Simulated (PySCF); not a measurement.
# The first ionisation energy along group 15

Calculated with PySCF 2.14 from differences of total energies of unrestricted determinants, without spin-orbit coupling. Values in eV. The last column holds reference values (NIST; (s) semi-empirical, (t) theoretical, else measured). Unmarked ones compare directly (S terms, centres of terms, or small fine structure); those marked * lie between the lowest fine-structure levels and include a spin-orbit shift.

```json
{"element": "N (aug-cc-pwCVQZ, non-relativistic)", "configurations": "[He] 2s2 2p3 → [He] 2s2 2p2", "UHF": "13.893", "PBE": "14.731", "PBE0": "14.702", "r2SCAN": "14.807", "MP2 (valence)": "14.620", "MP2 (valence and next inner shell)": "14.647", "reference": "14.545"}
{"element": "P (aug-cc-pwCVQZ, non-relativistic)", "configurations": "[Ne] 3s2 3p3 → [Ne] 3s2 3p2", "UHF": "9.905", "PBE": "10.489", "PBE0": "10.528", "r2SCAN": "10.623", "MP2 (valence)": "10.527", "MP2 (valence and next inner shell)": "10.543", "reference": "10.526"}
{"element": "Sb (aug-cc-pwCVQZ-PP with ECP28MDF, ECP)", "configurations": "[Kr] 4d10 5s2 5p3 → [Kr] 4d10 5s2 5p2", "UHF": "8.568", "PBE": "8.960", "PBE0": "9.034", "r2SCAN": "9.160", "MP2 (valence)": "9.023", "MP2 (valence and next inner shell)": "9.178", "reference": "9.124"}
```

Question: Which of these methods has the smallest mean absolute error against the measured values here?

Answer: MP2 (valence and next inner shell), with 0.057 eV.

```csv
method,elements,mean error (eV),mean absolute error (eV),largest error (eV)
UHF,3,-0.610,0.610,-0.652
PBE,3,-0.005,0.129,0.186
PBE0,3,0.023,0.083,0.157
r2SCAN,3,0.131,0.131,0.261
MP2 (valence),3,-0.009,0.059,-0.102
MP2 (valence and next inner shell),3,0.057,0.057,0.102
```

Errors include the incompleteness of the basis and the frozen core.

"Valence" correlates the outer s and p shells and, in groups 3 to 12 and the f block, the outer d or f shell, open or full, or the next shell where the ion has no valence electron left; the wider scheme adds the next inner shell.
